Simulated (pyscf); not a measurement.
H₂N–SiH(Cl)–Cl + ammonia (NH₃) → ammonia (NH₃) + H₂N–SiH(Cl)–Cl (four-centre exchange; singlet surface; N–Si, H–N broken, H–N, N–Si formed). Single points on ωB97X-D3(BJ)/def2-SVP structures (PySCF, gas phase). Energies in eV from the separated reactants.

```json
[
 {"level": "PBE/def2-TZVP", "barrier": "0.87", "reaction energy": "0.00"},
 {"level": "r²SCAN/def2-TZVP", "barrier": "0.93", "reaction energy": "0.00"},
 {"level": "B3LYP-D3(BJ)/def2-TZVP", "barrier": "1.04", "reaction energy": "0.00"},
 {"level": "PBE0-D3(BJ)/def2-TZVP", "barrier": "0.87", "reaction energy": "0.00"},
 {"level": "M06-2X/def2-TZVP", "barrier": "0.99", "reaction energy": "0.00"},
 {"level": "HF/def2-TZVP", "barrier": "1.91", "reaction energy": "0.00"}
]
```

The functionals in the table span 0.18 eV in this barrier, from PBE to B3LYP-D3(BJ). On the reactant side the descent ends in an adduct with a N–Si contact, 0.30 eV under the separated species and 1.30 eV under the saddle at ωB97X-D3(BJ)/def2-TZVP. On the product side the descent ends in an adduct with a N–Si contact, 0.19 eV under the separated species and 1.19 eV under the saddle at ωB97X-D3(BJ)/def2-TZVP. What is counted as formed (N–Si) is already present as a longer contact in the reactant adduct; forming that adduct is a step of its own. What is counted as broken (N–Si) persists as a longer contact in the product adduct; parting that adduct is a step of its own. This is the saddle that the search found; another between the same sides may lie lower.
